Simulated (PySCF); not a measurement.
Delta-SCF ions had no search for a lower state. 

Cartesian coordinates (Å):
SMILES: [SiH4]
```xyz
5

Si     0.0000     0.0000    -0.0001
H     -0.2946    -1.1085    -0.9428
H     -0.6320     1.2499    -0.4928
H      1.4692     0.1922     0.0942
H     -0.5426    -0.3335     1.3411
```
Charge 0, spin multiplicity 1.

Q: Give the HOMO–LUMO gap, HOMO, dipole moment, total energy, LUMO and vertical ionisation energy (Delta-SCF) at the level PBE0-D3(BJ)/def2-TZVP (PySCF).

A: 
```
Quantity                                       Value
--------------------------------------  ------------
HOMO–LUMO gap                               10.93 eV
HOMO                                        -9.86 eV
dipole moment                              0.000 e·Å
total energy                            -291.7575 Ha
LUMO                                         1.07 eV
vertical ionisation energy (Delta-SCF)      12.43 eV
```
